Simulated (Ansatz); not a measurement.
# Chromium, bcc under LDA: convergence with the Methfessel-Paxton smearing

Aim: find which Methfessel-Paxton smearing width is enough for energy and pressure. The geometry was relaxed under LDA beforehand and stays fixed; 7 values are run, from 0.01 to 1.0 eV. Wanted are the values from which on the energy stays within 10 and 1 meV/atom, and the pressure within 0.5 GPa, of the narrowest run. Within the series other settings stay, but some runs also write fields, which adds to their time. Spin polarisation is left out.

Program: Ansatz 0.2.0. Level of theory: DFT LDA, plane waves with PAW, scalar-relativistic. These are calculated values, not measurements.

### 1 The starting structure

It takes space group Im-3m (No. 229, cubic). Conventional cell: a = 2.788 Å, b = 2.788 Å, c = 2.788 Å, α = 90.00°, β = 90.00°, γ = 90.00°. Around Cr (site symmetry m-3m) lie 8 Cr at 2.41 Å.

Coordinates:

```
CELL_PARAMETERS angstrom
-1.39425 1.39425 1.39425
1.39425 -1.39425 1.39425
1.39425 1.39425 -1.39425
ATOMIC_POSITIONS crystal
Cr 0.00000 0.00000 0.00000
```

### 2 Run at 0.01 eV

The run at 0.01 eV.

Contents of input.yaml:

```yaml
crystal:
  lattice:
    - [-1.3942485114, 1.3942485114, 1.3942485114]
    - [1.3942485114, -1.3942485114, 1.3942485114]
    - [1.3942485114, 1.3942485114, -1.3942485114]
  atoms:
    - { symbol: Cr, position: [0.0, 0.0, 0.0] }
hamiltonian:
  xc: lda
  pseudopotentials:
    kind: paw
    azcp:
      Cr: "pseudopotentials/Cr.paw.azcp"
basis:
  ecutwfc: 420
  fft_grid_basis: typed
kpoints:
  mp_grid: { grid: [16, 16, 16], shift: [0, 0, 0] }
magnetization:
  spin_polarized: false
scf:
  occupations: { method: methfessel_paxton, width: 0.01 }
  lower_state_search: "off"
output:
  stress: true
```

Command:

```bash
ansatz run input.yaml --threads 2 --pin off --max-ram 5120MiB --backend cpu --events-out ev --progress --plain --runs-dir out
```

### 3 Run at 0.03 eV

The run at 0.03 eV.

Changes to input.yaml since step 2:

```diff
@@ -21,3 +21,3 @@
 scf:
-  occupations: { method: methfessel_paxton, width: 0.01 }
+  occupations: { method: methfessel_paxton, width: 0.03 }
   lower_state_search: "off"
```

### 4 Run at 0.1 eV

The run at 0.1 eV.

Changes to input.yaml since step 3:

```diff
@@ -21,3 +21,3 @@
 scf:
-  occupations: { method: methfessel_paxton, width: 0.03 }
+  occupations: { method: methfessel_paxton, width: 0.1 }
   lower_state_search: "off"
```

### 5 Run at 0.2 eV

The run at 0.2 eV.

Changes to input.yaml since step 4:

```diff
@@ -21,3 +21,3 @@
 scf:
-  occupations: { method: methfessel_paxton, width: 0.1 }
+  occupations: { method: methfessel_paxton, width: 0.2 }
   lower_state_search: "off"
@@ -25 +25,5 @@
   stress: true
+  write_density: true
+  write_potential: true
+  elf: true
+  volumetric_format: npy
```

### 6 Run at 0.3 eV

The run at 0.3 eV.

Changes to input.yaml since step 5:

```diff
@@ -21,3 +21,3 @@
 scf:
-  occupations: { method: methfessel_paxton, width: 0.2 }
+  occupations: { method: methfessel_paxton, width: 0.3 }
   lower_state_search: "off"
@@ -25,5 +25 @@
   stress: true
-  write_density: true
-  write_potential: true
-  elf: true
-  volumetric_format: npy
```

### 7 Run at 0.6 eV

The run at 0.6 eV.

Changes to input.yaml since step 6:

```diff
@@ -21,3 +21,3 @@
 scf:
-  occupations: { method: methfessel_paxton, width: 0.3 }
+  occupations: { method: methfessel_paxton, width: 0.6 }
   lower_state_search: "off"
```

### 8 Run at 1.0 eV

The run at 1.0 eV.

Changes to input.yaml since step 7:

```diff
@@ -21,3 +21,3 @@
 scf:
-  occupations: { method: methfessel_paxton, width: 0.6 }
+  occupations: { method: methfessel_paxton, width: 1.0 }
   lower_state_search: "off"
```

(Steps that only read results are left out.)

Before running it: what results should come out?

As calculated:

| quantity | value |
| --- | --- |
| E(σ → 0) stays within 10 meV/atom of 0.01 eV | up to 0.6 eV |
| E(σ → 0) stays within 1 meV/atom | up to 0.2 eV |
| pressure stays within 0.5 GPa | up to 0.3 eV |
| pressure at 0.01 eV | 0.00 GPa |
| energy of a separate run on a finer mesh (26×26×26) | +1.6 meV/atom from 0.01 eV |

At 1.0 eV the energy differs by +11.1 meV/atom and the pressure by -2.2 GPa. The free energy F moves by +46.4 meV/atom over the range, and the estimate for σ → 0 by +11.1. This scheme cancels the term in the square of the width, so F moves little up to 0.2 eV. The mesh (16×16×16) is fixed, so the narrowest widths carry a k-point error of their own. The yardstick itself is unsettled by 1.6 meV/atom against the finer mesh, so the thresholds above hold only within this series, and wider smearing, which averages over more states, can land nearer the fine-mesh value than the narrowest does. The cell taken over is 10 % smaller than the measured one (11.99 Å³/atom, COD), which weighs on all values here.
